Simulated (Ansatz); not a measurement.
A nudged elastic band was laid between two geometries of BH3 + H3P (8 atoms, charge 0, multiplicity 1).

Theory: RHF/6-31G* in Ansatz 0.2.0.

- movable images: 5
- climbing image: yes
- spring: 5.0 eV/Å²
- optimiser: quadratic models (default)
- start path: through a guess of the saddle point
- force threshold: 0.05 eV/Å
- iteration limit: 60
- end points: relaxed

First end point:

```xyz
8
Properties=species:S:1:pos:R:3
B -0.030 0.800 -0.146
H -0.053 1.256 0.951
H 1.009 0.635 -0.699
H -1.046 0.512 -0.691
P 0.228 -3.396 1.199
H -0.552 -3.097 0.071
H 1.430 -2.912 0.662
H -0.090 -2.220 1.896
```

Last end point:

```xyz
8
Properties=species:S:1:pos:R:3
B 0.197 -0.859 -0.511
H -0.459 1.369 2.781
H 1.156 -0.161 -0.524
H -0.861 -0.417 -0.820
P 0.318 -2.623 0.193
H -0.556 -3.348 -0.625
H 1.536 -3.082 -0.318
H -0.434 0.698 3.067
```

Problem. Which bonds break or form, and what moves?

Solution. Bonds broken: B1–H2, P5–H8. Bonds formed: B1–P5, H2–H8. BH3 + H3P becomes BH4P + H2.

Problem. What energy profile does the band end with?

Solution. The forces met the threshold. The highest image is number 3 of 0 to 6, 1.69 eV above the first end and 1.50 eV above the last; the last end lies 0.19 eV above the first. Neighbouring images differ by up to 1.5 eV, so the band resolves the path poorly. A vibrational analysis at the climbing image gives one clearly imaginary mode, 1377i cm⁻¹: a first-order saddle point. The orbitals stay closed-shell, which can raise the energy where a bond breaks towards radicals; this wasn't checked here.

```tsv
image	path coordinate (Å)	energy (eV)	B1–H2 (Å)	P5–H8 (Å)	B1–P5 (Å)
0	0.00	0.00	1.19	1.40	4.41
1	1.00	0.01	1.19	1.40	3.73
2	2.01	0.22	1.19	1.41	3.01
3	3.02	1.69	1.26	1.78	2.17
4	4.26	0.53	2.20	2.69	1.94
5	5.50	0.22	3.04	3.49	1.90
6	6.74	0.19	4.03	4.46	1.90
```

Problem. What is the geometry of the highest image?

Solution. 
```xyz
8
Properties=species:S:1:pos:R:3
B -0.042 -0.283 0.191
H 0.101 0.398 1.243
H 0.915 -0.115 -0.486
H -1.177 -0.141 -0.126
P -0.063 -2.365 0.808
H -0.280 -2.649 -0.542
H 1.321 -2.583 0.777
H 0.123 -0.685 1.377
```

Run time: 45 s on 1 thread of Arm Neoverse V1, on a shared host, peak memory 0.089 GiB.
